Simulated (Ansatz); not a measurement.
# C2H3N: one structure at several levels

An exercise on one series of results from a longer session: the logs are not shown, and one member is left open.

Method: single points in def2-TZVPP; program: Ansatz 0.2.0, Gaussian basis.

Cores are frozen in the correlated methods.

1 further run of the same task is left out (it didn't finish).

**The starting structure**

SMILES `C1=CN1`, 6 atoms, charge 0, spin multiplicity 1.

Atoms are counted from 1 here; the program's logs count them from 0.

Bond lengths: C1–C2 1.301 Å, C1–N3 1.591 Å, C1–H4 1.185 Å, C2–N3 1.399 Å, C2–H5 1.157 Å, N3–H6 1.074 Å. Angles: C2–C1–N3 56.8°, C2–C1–H4 150.4°, N3–C1–H4 134.7°, C1–C2–N3 72.1°, C1–C2–H5 145.3°, N3–C2–H5 141.1°, C1–N3–C2 51.1°, C1–N3–H6 104.6°, C2–N3–H6 124.1°.

Coordinates:

| atom | x (Å) | y (Å) | z (Å) |
| --- | --- | --- | --- |
| C1 | -0.7122 | -0.2420 | -0.3025 |
| C2 | 0.4365 | 0.3497 | -0.4515 |
| N3 | 0.1361 | 0.3308 | 0.9149 |
| H4 | -1.8690 | -0.3223 | -0.5471 |
| H5 | 1.1626 | 0.8401 | -1.2069 |
| H6 | 0.2982 | -0.5168 | 1.5549 |

The first run:

The input, run/in.yaml:

```yaml
crystal:
  periodic: [false, false, false]
  atoms:
    - {symbol: C, position_ang: [-0.712158, -0.242034, -0.302542]}
    - {symbol: C, position_ang: [0.436471, 0.349685, -0.451489]}
    - {symbol: N, position_ang: [0.136066, 0.330831, 0.914895]}
    - {symbol: H, position_ang: [-1.868963, -0.322268, -0.547139]}
    - {symbol: H, position_ang: [1.162610, 0.840107, -1.206919]}
    - {symbol: H, position_ang: [0.298200, -0.516750, 1.554946]}
basis:
  gaussian: {orbitals: def2-TZVPP}
hamiltonian: {xc: pbe, dispersion: d4}
output: {forces: true}
```

Run with:

```bash
ansatz run in.yaml --threads 2 --pin off --events-out ev --progress --plain --max-ram 3481MiB
```

Among the steps run: PBE-D4/def2-TZVPP; r2SCAN-D4/def2-TZVPP; PBE0-D4/def2-TZVPP; wB97M-V/def2-TZVPP; CCSD(T)/def2-TZVPP.

One of the session's tables, all rows but one given; the rest of the session is left out.

| method | RMS force component (eV/Å) | angle to CCSD(T) forces (°) | dipole (D) |
| --- | --- | --- | --- |
| PBE-D4 | 1.491 | 4.5 | 1.26 |
| r2SCAN-D4 | 1.534 | 10.7 | 1.30 |
| PBE0-D4 | ? | ? | ? |
| wB97M-V | 1.608 | 14.6 | 1.40 |
| CCSD(T) | 1.767 | reference | 1.40 |

Q: Estimate the row for PBE0-D4 from the others.

As computed: RMS force component (eV/Å): 1.526; angle to CCSD(T) forces (°): 15.2; dipole (D): 1.34. In the column «RMS force component (eV/Å)» it lies between PBE-D4 (1.491) and r2SCAN-D4 (1.534).
